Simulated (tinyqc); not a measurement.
Worked calculation: RKS/exchange-only LDA in the sto-3g basis, for H2O, spin multiplicity 1. One step of it, computed by the program tinyqc.

Problem. Orthogonalisation. S = U s U^T; canonical form X = U s^(-1/2), so that X^T S X = 1. Each column of U has its largest component positive (the first on a tie).

overlap S:
```
,1O 1s,1O 2s,1O 2px,1O 2py,1O 2pz,2H 1s,3H 1s
1O 1s,1.000000,0.236704,0.000000,0.000000,0.000000,0.024455,0.023791
1O 2s,0.236704,1.000000,0.000000,0.000000,0.000000,0.284405,0.278769
1O 2px,0.000000,0.000000,1.000000,0.000000,0.000000,0.000000,0.000000
1O 2py,0.000000,0.000000,0.000000,1.000000,0.000000,0.196023,-0.192845
1O 2pz,0.000000,0.000000,0.000000,0.000000,1.000000,0.182155,0.179128
2H 1s,0.024455,0.284405,0.000000,0.196023,0.182155,1.000000,0.139495
3H 1s,0.023791,0.278769,0.000000,-0.192845,0.179128,0.139495,1.000000
```

Give: eigenvalues of S; X.

Solution.

eigenvalues of S: 0.5491  0.6467  0.8819  1.0000  1.1160  1.2139  1.5924

X:
```
,1,2,3,4,5,6,7
1O 1s,-0.4196,0.0181,0.6841,0.0000,0.6104,-0.0043,0.2164
1O 2s,0.9123,-0.0285,-0.2952,0.0000,0.3372,-0.0042,0.4612
1O 2px,0.0000,0.0000,0.0000,1.0000,0.0000,0.0000,0.0000
1O 2py,0.0271,0.7632,-0.0020,0.0000,0.0010,0.7163,0.0044
1O 2pz,0.4439,-0.0117,0.6906,0.0000,-0.5828,-0.0008,0.2404
2H 1s,-0.5807,-0.6763,-0.2232,0.0000,-0.1853,0.3903,0.3977
3H 1s,-0.5270,0.7108,-0.2281,0.0000,-0.1890,-0.3978,0.3906
```
